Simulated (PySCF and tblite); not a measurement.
Values are calculated unless marked as measured or tabulated.
Stationary points of C6H10 at PBE0-D3(BJ)/def2-SVP, in Å:

Structure A

```
 1 C    -0.469   -1.758   -0.285
 2 C    -0.591   -0.428   -0.123
 3 C    -1.944    0.220   -0.189
 4 C     0.590    0.429    0.122
 5 C     0.467    1.758    0.287
 6 C     1.943   -0.219    0.185
 7 H     0.495   -2.268   -0.244
 8 H    -1.347   -2.383   -0.467
 9 H    -2.186    0.739    0.752
10 H    -1.988    0.974   -0.992
11 H    -2.728   -0.525   -0.378
12 H     1.346    2.384    0.468
13 H    -0.497    2.268    0.250
14 H     2.181   -0.741   -0.756
15 H     1.991   -0.969    0.990
16 H     2.728    0.527    0.368
```

Structure B

```
 1 C    -0.703   -1.676    0.598
 2 C    -0.613   -0.461    0.047
 3 C    -1.658    0.100   -0.871
 4 C     0.574    0.415    0.297
 5 C     0.508    1.443    1.150
 6 C     1.810    0.081   -0.487
 7 H     0.073   -2.057    1.268
 8 H    -1.562   -2.326    0.404
 9 H    -2.082    1.027   -0.451
10 H    -1.219    0.374   -1.845
11 H    -2.475   -0.614   -1.046
12 H     1.369    2.096    1.322
13 H    -0.406    1.659    1.711
14 H     1.599    0.079   -1.570
15 H     2.160   -0.934   -0.238
16 H     2.623    0.794   -0.290
```

Structure C

```
 1 C    -1.073   -1.326    1.021
 2 C    -0.632   -0.447    0.109
 3 C    -1.323   -0.272   -1.215
 4 C     0.576    0.383    0.360
 5 C     0.780    0.971    1.548
 6 C     1.544    0.549   -0.777
 7 H    -0.538   -1.485    1.960
 8 H    -1.975   -1.920    0.845
 9 H    -1.582    0.785   -1.392
10 H    -0.675   -0.585   -2.050
11 H    -2.245   -0.868   -1.263
12 H     1.680    1.563    1.740
13 H     0.048    0.887    2.355
14 H     1.085    1.095   -1.618
15 H     1.867   -0.429   -1.172
16 H     2.436    1.108   -0.461
```

Level: revPBE/pcSseg-1 + D3(BJ), IEF-PCM acetone on PBE0-D3(BJ)/def2-SVP stationary points, with GFN2-xTB thermal terms.

Which structure is a saddle point, and along which motion?

B: one imaginary mode (44i cm⁻¹ at GFN2-xTB, mostly on C5, C1, C3), along the rotation about the C2–C4 bond (torsion C1–C2–C4–C5 from -180° to -43°, rising).

Give their symmetry and energies above the lowest.

A C2h, 0.0 kcal/mol; B C2, 4.0 kcal/mol; C C2, 2.2 kcal/mol.
